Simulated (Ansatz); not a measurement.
A nudged elastic band was laid between two geometries of CH4NSi (7 atoms, charge 0, multiplicity 2).

The calculation used UKS PBE0/6-31G* in Ansatz 0.2.0.

| Item | Value |
| --- | --- |
| movable images | 7 |
| climbing image | yes |
| spring | 5.0 eV/Å² |
| optimiser | quadratic models (default) |
| start path | through a guess of the saddle point |
| force threshold | 0.05 eV/Å |
| iteration limit | 55 |
| end points | relaxed |

Image 0:

```xyz
7
Properties=species:S:1:pos:R:3
N -1.010 0.434 -0.385
C 0.153 0.117 0.199
Si 1.130 -1.400 -0.274
H -1.388 -0.160 -1.112
H -1.550 1.251 -0.139
H 0.441 0.842 0.962
H 2.224 -1.084 0.748
```

Image 8:

```xyz
7
Properties=species:S:1:pos:R:3
N -1.131 0.736 -0.752
C -0.276 0.021 0.100
Si 1.345 -0.654 -0.742
H -0.687 -0.997 0.295
H -0.983 1.735 -0.573
H -0.034 0.456 1.085
H 1.766 -1.298 0.587
```

(1) Which bonds break or form, and what moves?

(2) Give the energies along the band, and the barrier.

(3) What is the geometry of the highest image?

(4) What are the harmonic wavenumbers there?

Answers

(1) Bonds broken: N1–H4. Bonds formed: C2–H4.

(2) It converged. The highest image is number 5 of 0 to 8, 256.8 kJ/mol above the first end and 126.8 kJ/mol above the last; the last end lies 130.0 kJ/mol above the first. A vibrational analysis at the climbing image gives one clearly imaginary mode, 1757i cm⁻¹: a first-order saddle point.

```csv
image,path coordinate (Å),energy (kJ/mol),N1–H4 (Å),C2–H4 (Å)
0,0.00,0.0,1.01,2.04
1,0.37,2.8,1.01,2.04
2,0.74,21.5,1.01,1.99
3,1.11,71.2,1.01,1.84
4,1.48,162.6,1.06,1.56
5,1.85,256.8,1.33,1.24
6,2.35,166.9,1.87,1.12
7,2.84,137.0,2.03,1.13
8,3.34,130.0,2.07,1.11
```

(3) 
```xyz
7
Properties=species:S:1:pos:R:3:forces:R:3
N -0.972 0.693 -0.780 0.00 -0.01 0.00
C 0.063 0.169 0.040 0.01 0.00 -0.01
Si 1.342 -1.030 -0.660 -0.01 0.01 0.00
H -0.968 -0.485 -0.168 -0.01 -0.01 0.00
H -1.511 1.367 -0.223 0.00 0.00 0.00
H 0.163 0.594 1.046 0.00 0.00 0.00
H 1.883 -1.309 0.746 0.00 0.00 0.00
```

(4) 1757i, 251, 331, 414, 655, 814, 936, 1016, 1176, 1187, 1399, 2047, 2347, 3099, 3441 cm⁻¹.

The run took 3.5 min on 1 thread of Arm Neoverse V2, on a shared host, peak memory 0.14 GiB.
